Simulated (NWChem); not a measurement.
# Atomisation of H$_{2}$N

```
N
H 1 1.0374
H 1 1.0374 2 101.21
```
Charge 0, spin multiplicity 2.

The numbers come from NWChem runs, not from measurements. All single points use one geometry, from UB3LYP/def2-SVP, a minimum by its harmonic frequencies.

Basis set: def2-QZVP. The atomisation energy is electronic alone: no zero-point, thermal, spin-orbit or counterpoise terms. No value is extrapolated to the basis-set limit. Free atoms are single determinants with multiplicities N 4, H 2. Correlated methods freeze the same cores in atoms and molecule, 1 orbitals in all.

```
method       atomisation energy (kcal/mol)  relative cost
-----------  -----------------------------  -------------
TPSS                                 187.8        under 3
PBE                                  188.4        under 3
PBE0                                 182.8        under 3
M06-2X                               180.3        under 3
LDA (SVWN5)                          207.6              1
B3LYP                                187.7        under 3
MP2                                  176.8              4
CAM-B3LYP                            186.9             10
HF                                   116.9        under 3
CCSD(T)                              179.8             10
```

The values span 90.7 kcal/mol, from HF (lowest) to LDA (SVWN5) (highest). Relative cost: rough, from shared machines, SCF included, LDA (SVWN5) = 1. Costs are the molecule's.

The correlated methods keep 1 core orbital frozen. B3LYP has NWChem's definition, with VWN1-RPA local correlation. GW and range-separated runs recompute their integrals, the others keep them in memory, which bears on the times. The structure started from a generated list of species. The unpaired electrons of the parent sit in orbitals of symmetry b2 (C2v labels of the run); other states weren't searched. No SCF solution was tested for a lower state. Open-shell Hartree-Fock references start from PBE0 orbitals; any time given for them includes that run. Coupled-cluster values serve here as a point of comparison, not as the truth.
